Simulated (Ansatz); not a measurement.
# A relaxation, step by step

Si$_{2}$H (charge +1), closed shell, revPBE-D4/6-31G (Ansatz 0.2.0). Settings:

```yaml
hamiltonian: {xc: {name: revPBE}, dispersion: d4}
relax: {f_tol: 0.01, max_steps: 30, max_displacement: 0.2}
```

Start:

Si1  (-1.688, 0.759, -0.803)
Si2  (0.112, -0.008, 0.120)
H3  (1.582, -0.759, 0.530)
(Å)

```json
{"step": "1", "energy less the last (meV)": "571.8", "largest force component (eV/Å)": "4.379"}
{"step": "2", "energy less the last (meV)": "63.3", "largest force component (eV/Å)": "0.490"}
{"step": "3", "energy less the last (meV)": "41.1", "largest force component (eV/Å)": "0.131"}
{"step": "4", "energy less the last (meV)": "39.7", "largest force component (eV/Å)": "0.027"}
{"step": "5", "energy less the last (meV)": "37.2", "largest force component (eV/Å)": "0.029"}
{"step": "6", "energy less the last (meV)": "24.3", "largest force component (eV/Å)": "0.270"}
{"step": "7 (rejected trial)", "energy less the last (meV)": "31.9", "largest force component (eV/Å)": "0.708"}
{"step": "8", "energy less the last (meV)": "12.2", "largest force component (eV/Å)": "0.145"}
{"step": "9", "energy less the last (meV)": "3.4", "largest force component (eV/Å)": "0.058"}
{"step": "10", "energy less the last (meV)": "1.2", "largest force component (eV/Å)": "0.097"}
{"step": "11 (rejected trial)", "energy less the last (meV)": "3.5", "largest force component (eV/Å)": "0.150"}
{"step": "12", "energy less the last (meV)": "0.0", "largest force component (eV/Å)": "0.003"}
```

Step 3, positions (Å) and forces (eV/Å):

```tsv
atom	x	y	z	Fx	Fy	Fz
Si1	-1.761	0.791	-0.840	-0.064	0.024	-0.040
Si2	0.229	-0.062	0.169	-0.067	0.047	0.018
H3	1.539	-0.737	0.518	0.131	-0.072	0.023
```

Step 5, positions (Å) and forces (eV/Å):

```
atom       x       y       z      Fx      Fy      Fz
 Si1  -1.758   0.782  -0.861   0.002  -0.006  -0.013
 Si2   0.223  -0.039   0.222  -0.029   0.028   0.029
  H3   1.543  -0.751   0.486   0.027  -0.022  -0.016
```

Step 8, positions (Å) and forces (eV/Å):

```tsv
atom	x	y	z	Fx	Fy	Fz
Si1	-1.680	0.704	-0.942	0.009	-0.012	-0.019
Si2	0.208	0.070	0.499	0.136	-0.071	0.033
H3	1.478	-0.782	0.290	-0.145	0.083	-0.014
```

Last step (12):

```json
{"atom": "Si1", "x (Å)": "-1.5908", "y (Å)": "0.6349", "z (Å)": "-0.9835"}
{"atom": "Si2", "x (Å)": "0.2296", "y (Å)": "0.1243", "z (Å)": "0.6852"}
{"atom": "H3", "x (Å)": "1.3682", "y (Å)": "-0.7671", "z (Å)": "0.1457"}
```

Hardware: 2 CPU threads of an Arm Neoverse V1, shared host. Wall time about 8 s.
